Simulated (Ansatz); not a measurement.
**Iron, bcc under PBE: convergence with the Methfessel-Paxton smearing**

How small must the Methfessel-Paxton smearing width be for energy and pressure to settle? The geometry was relaxed under PBE beforehand and stays fixed; 7 values are run, from 0.01 to 1.0 eV. Wanted are the values from which on the energy stays within 10 and 1 meV/atom, and the pressure within 0.5 GPa, of the narrowest run. Within the series other settings stay, but some runs also write fields, which adds to their time. Spin polarisation is left out.

Computed with Ansatz 0.2.0 (DFT PBE, plane waves with PAW, scalar-relativistic, unless a step says otherwise).

### Step 1. The starting structure

It takes space group Im-3m (No. 229, cubic). The conventional cell has a = 2.762 Å, b = 2.762 Å, c = 2.762 Å, α = 90.00°, β = 90.00°, γ = 90.00°. Around Fe (site symmetry m-3m) lie 8 Fe at 2.39 Å.

As a file:

```
Fe
1.0
    -1.38080    1.38080    1.38080
     1.38080   -1.38080    1.38080
     1.38080    1.38080   -1.38080
Fe
1
Direct
  0.00000 0.00000 0.00000
```

### Step 2. Width 0.01 eV

The run at 0.01 eV.

Input file input.yaml:

```yaml
crystal:
  lattice:
    - [-1.3807996972, 1.3807996972, 1.3807996972]
    - [1.3807996972, -1.3807996972, 1.3807996972]
    - [1.3807996972, 1.3807996972, -1.3807996972]
  atoms:
    - { symbol: Fe, position: [0.0, 0.0, 0.0] }
hamiltonian:
  xc: pbe
  pseudopotentials:
    kind: paw
    azcp:
      Fe: "pseudopotentials/Fe.paw.azcp"
basis:
  ecutwfc: 420
  fft_grid_basis: typed
kpoints:
  mp_grid: { grid: [16, 16, 16], shift: [0, 0, 0] }
magnetization:
  spin_polarized: false
scf:
  occupations: { method: methfessel_paxton, width: 0.01 }
  lower_state_search: "off"
output:
  stress: true
```

Run with:

```sh
> ansatz run input.yaml --threads 1 --pin off --max-ram 3584MiB --backend cpu --events-out ev --progress --plain --runs-dir out
```

### Step 3. Width 0.03 eV

The run at 0.03 eV.

input.yaml, as its differences from that of step 2:

```diff
@@ -21,3 +21,3 @@
 scf:
-  occupations: { method: methfessel_paxton, width: 0.01 }
+  occupations: { method: methfessel_paxton, width: 0.03 }
   lower_state_search: "off"
```

### Step 4. Width 0.1 eV

The run at 0.1 eV.

input.yaml, as its differences from that of step 3:

```diff
@@ -21,3 +21,3 @@
 scf:
-  occupations: { method: methfessel_paxton, width: 0.03 }
+  occupations: { method: methfessel_paxton, width: 0.1 }
   lower_state_search: "off"
@@ -25 +25,5 @@
   stress: true
+  write_density: true
+  write_potential: true
+  elf: true
+  volumetric_format: npy
```

### Step 5. Width 0.2 eV

The run at 0.2 eV.

input.yaml, as its differences from that of step 4:

```diff
@@ -21,3 +21,3 @@
 scf:
-  occupations: { method: methfessel_paxton, width: 0.1 }
+  occupations: { method: methfessel_paxton, width: 0.2 }
   lower_state_search: "off"
@@ -25,5 +25 @@
   stress: true
-  write_density: true
-  write_potential: true
-  elf: true
-  volumetric_format: npy
```

### Step 6. Width 0.3 eV

The run at 0.3 eV.

input.yaml, as its differences from that of step 5:

```diff
@@ -21,3 +21,3 @@
 scf:
-  occupations: { method: methfessel_paxton, width: 0.2 }
+  occupations: { method: methfessel_paxton, width: 0.3 }
   lower_state_search: "off"
@@ -25 +25,5 @@
   stress: true
+  write_density: true
+  write_potential: true
+  elf: true
+  volumetric_format: npy
```

### Step 7. Width 0.6 eV

The run at 0.6 eV.

input.yaml, as its differences from that of step 6:

```diff
@@ -21,3 +21,3 @@
 scf:
-  occupations: { method: methfessel_paxton, width: 0.3 }
+  occupations: { method: methfessel_paxton, width: 0.6 }
   lower_state_search: "off"
@@ -25,5 +25 @@
   stress: true
-  write_density: true
-  write_potential: true
-  elf: true
-  volumetric_format: npy
```

### Step 8. Width 1.0 eV

The run at 1.0 eV.

input.yaml, as its differences from that of step 7:

```diff
@@ -21,3 +21,3 @@
 scf:
-  occupations: { method: methfessel_paxton, width: 0.6 }
+  occupations: { method: methfessel_paxton, width: 1.0 }
   lower_state_search: "off"
```

(Steps that only read results are left out.)

What does the calculation give?

The runs gave:

| quantity | value |
| --- | --- |
| E(σ → 0) stays within 10 meV/atom of 0.01 eV | up to 0.6 eV |
| E(σ → 0) stays within 1 meV/atom | up to 0.3 eV |
| pressure stays within 0.5 GPa | up to 0.3 eV |
| pressure at 0.01 eV | -1.07 GPa |
| energy of a separate run on a finer mesh (26×26×26) | -2.5 meV/atom from 0.01 eV |

The far end, 1.0 eV, lies -49.8 meV/atom and +3.6 GPa from the yardstick. The free energy F moves by -114.7 meV/atom over the range, and the estimate for σ → 0 by -49.8. This scheme cancels the term in the square of the width, so F moves little up to 0.2 eV. The mesh (16×16×16) is fixed, so the narrowest widths carry a k-point error of their own. The yardstick itself is unsettled by 2.5 meV/atom against the finer mesh, so the thresholds above hold only within this series, and wider smearing, which averages over more states, can land nearer the fine-mesh value than the narrowest does. The cell taken over is 11 % smaller than the measured one (11.78 Å³/atom, COD), which weighs on all values here.

Real Fe is ferromagnetic; without spin these runs don't describe its ground state.
